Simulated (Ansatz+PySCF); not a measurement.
A calculation with Ansatz (development build ahead of 0.2.0).

```yaml
crystal:
  periodic: [false, false, false]
  atoms:
    - { symbol: "N", position_ang: [0.0, 0.0, -0.28132] }
    - { symbol: H, position_ang: [0.0, 0.0, 1.96926] }
basis:
  gaussian: { orbitals: "6-31G" }
magnetization:
  spin_polarized: true
  initial_magnetization: 2
hamiltonian:
  xc: pbe0
output:
  forces: true
```

The input is written out in the form of the current development build from the run's settings.

Results

* Converged: yes
* Total energy: -55.03122 hartree
* Spin squared of the determinant: 2.849
* Stability test: minimum

Forces (eV/Å):
| atom | Fx | Fy | Fz |
| --- | --- | --- | --- |
| N1 | 0.000 | 0.000 | 0.587 |
| H2 | 0.000 | 0.000 | -0.587 |

Caution: charge can spread falsely over distant fragments; the unrestricted determinant is a mixture of spin states.
